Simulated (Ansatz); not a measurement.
**C8H18: up Jacob's ladder to CCSD(T)**

An exercise on one series of results from a longer session: the logs are not shown, and one member is left open.

Program: Ansatz 0.2.0, Gaussian basis. Level of theory: functionals in def2-TZVPP, the program's frozen cores in correlated methods. These are calculated values, not measurements.

Plan: PBE-D4, r2SCAN-D4, PBE0-D4, B3LYP-D4, ωB97X-V, ωB97M-V, B2PLYP; CCSD(T)/def2-TZVPP; MP2/def2-QZVPP; extrapolation to the limit.

## Structure used throughout

The geometry comes from an earlier relaxation with PBE0-D4 in a triple-zeta def2 set; it is a stationary point, not always the lowest conformer.

SMILES `CCCC(C)(C)CC`, 26 atoms, charge 0, spin multiplicity 1.

Atoms are counted from 1 here; the program's logs count them from 0.

Bond lengths: C1–C2 1.521 Å, C1–H9 1.094 Å, C1–H10 1.091 Å, C1–H11 1.093 Å, C2–C3 1.532 Å, C2–H12 1.094 Å, C2–H13 1.095 Å, C3–C4 1.538 Å, C3–H14 1.098 Å, C3–H15 1.094 Å, C4–C5 1.527 Å, C4–C6 1.526 Å, C4–C7 1.538 Å, C5–H16 1.093 Å, C5–H17 1.094 Å, C5–H18 1.092 Å, C6–H19 1.094 Å, C6–H20 1.092 Å and more. Angles: C2–C1–H9 110.6°, C2–C1–H10 112.0°, C2–C1–H11 111.3°, H9–C1–H10 107.4°, H9–C1–H11 107.6°, H10–C1–H11 107.7°, C1–C2–C3 114.3°, C1–C2–H12 108.2°, C1–C2–H13 109.6°, C3–C2–H12 108.9°, C3–C2–H13 110.1°, H12–C2–H13 105.3°, C2–C3–C4 117.1°, C2–C3–H14 108.7°, C2–C3–H15 108.8°, C4–C3–H14 108.5°, C4–C3–H15 107.4°, H14–C3–H15 105.8° and more.

Geometry (Å):

```csv
atom,x (Å),y (Å),z (Å)
C1,2.6976,1.2768,-0.0667
C2,1.6142,0.7861,-1.0154
C3,0.7513,-0.3490,-0.4545
C4,-0.5858,0.0444,0.1962
C5,-1.5513,0.5759,-0.8611
C6,-0.3901,1.1188,1.2626
C7,-1.1936,-1.1847,0.8936
C8,-1.4775,-2.3983,0.0236
H9,3.3825,0.4637,0.1902
H10,2.2818,1.6605,0.8667
H11,3.2894,2.0763,-0.5198
H12,2.0958,0.4427,-1.9360
H13,0.9810,1.6268,-1.3170
H14,1.3433,-0.9105,0.2798
H15,0.5286,-1.0542,-1.2604
H16,-1.1757,1.4946,-1.3180
H17,-2.5232,0.8069,-0.4152
H18,-1.7114,-0.1477,-1.6636
H19,0.3012,0.7841,2.0411
H20,-0.0001,2.0462,0.8371
H21,-1.3442,1.3543,1.7432
H22,-0.5182,-1.4789,1.7060
H23,-2.1255,-0.8684,1.3774
H24,-2.1720,-2.1665,-0.7872
H25,-0.5678,-2.8059,-0.4222
H26,-1.9303,-3.1941,0.6197
```

Set-up of the first run:

in.yaml reads:

```yaml
crystal:
  periodic: [false, false, false]
  atoms:
    - {symbol: C, position_ang: [2.697598, 1.276828, -0.066691]}
    - {symbol: C, position_ang: [1.614179, 0.786131, -1.015417]}
    - {symbol: C, position_ang: [0.751290, -0.348972, -0.454477]}
    - {symbol: C, position_ang: [-0.585767, 0.044392, 0.196239]}
    - {symbol: C, position_ang: [-1.551335, 0.575948, -0.861138]}
    - {symbol: C, position_ang: [-0.390146, 1.118769, 1.262559]}
    - {symbol: C, position_ang: [-1.193551, -1.184715, 0.893627]}
    - {symbol: C, position_ang: [-1.477539, -2.398267, 0.023586]}
    - {symbol: H, position_ang: [3.382462, 0.463688, 0.190199]}
    - {symbol: H, position_ang: [2.281785, 1.660512, 0.866702]}
    - {symbol: H, position_ang: [3.289366, 2.076275, -0.519762]}
    - {symbol: H, position_ang: [2.095843, 0.442737, -1.936041]}
    - {symbol: H, position_ang: [0.980960, 1.626819, -1.316995]}
    - {symbol: H, position_ang: [1.343261, -0.910546, 0.279769]}
    - {symbol: H, position_ang: [0.528602, -1.054218, -1.260358]}
    - {symbol: H, position_ang: [-1.175669, 1.494580, -1.317976]}
    - {symbol: H, position_ang: [-2.523164, 0.806888, -0.415208]}
    - {symbol: H, position_ang: [-1.711442, -0.147740, -1.663579]}
    - {symbol: H, position_ang: [0.301192, 0.784078, 2.041128]}
    - {symbol: H, position_ang: [-0.000068, 2.046210, 0.837079]}
    - {symbol: H, position_ang: [-1.344158, 1.354312, 1.743159]}
    - {symbol: H, position_ang: [-0.518153, -1.478905, 1.706014]}
    - {symbol: H, position_ang: [-2.125480, -0.868366, 1.377377]}
    - {symbol: H, position_ang: [-2.171965, -2.166476, -0.787209]}
    - {symbol: H, position_ang: [-0.567836, -2.805931, -0.422245]}
    - {symbol: H, position_ang: [-1.930275, -3.194061, 0.619666]}
basis:
  gaussian: {orbitals: def2-TZVPP}
hamiltonian: {xc: pbe, dispersion: d4}
output: {forces: true, orbitals: {seedname: orbitals}}
```

Steps of the session up to this table: PBE-D4 (GGA); r2SCAN-D4 (meta-GGA); PBE0-D4 (hybrid); B3LYP-D4 (hybrid); ωB97X-V (range-separated); ωB97M-V (range-separated); B2PLYP (double hybrid); CCSD(T) in def2-TZVPP; MP2 in def2-QZVPP.

One table of the session follows, with a row left open; its other results are not shown here.

```
            method  atomisation energy (kJ/mol)
            PBE-D4                            ?
         r2SCAN-D4                      10384.1
           PBE0-D4                      10438.4
          B3LYP-D4                      10371.9
           ωB97X-V                      10379.0
           ωB97M-V                      10393.8
            B2PLYP                      10262.4
     HF/def2-TZVPP                       7885.5
    MP2/def2-TZVPP                      10245.6
   CCSD/def2-TZVPP                      10049.0
CCSD(T)/def2-TZVPP                      10165.2
           MP2/CBS                      10448.8
       CCSD(T)/CBS                      10368.4
```

**Question.** Estimate the row for PBE-D4.

As computed: atomisation energy (kJ/mol): 10531.0. In the column «atomisation energy (kJ/mol)» it is the highest.

To keep in mind: Free atoms (8 C, 18 H) were run apart at each level; the atomisation energy is their sum less the molecule, without zero-point or spin-orbit terms.
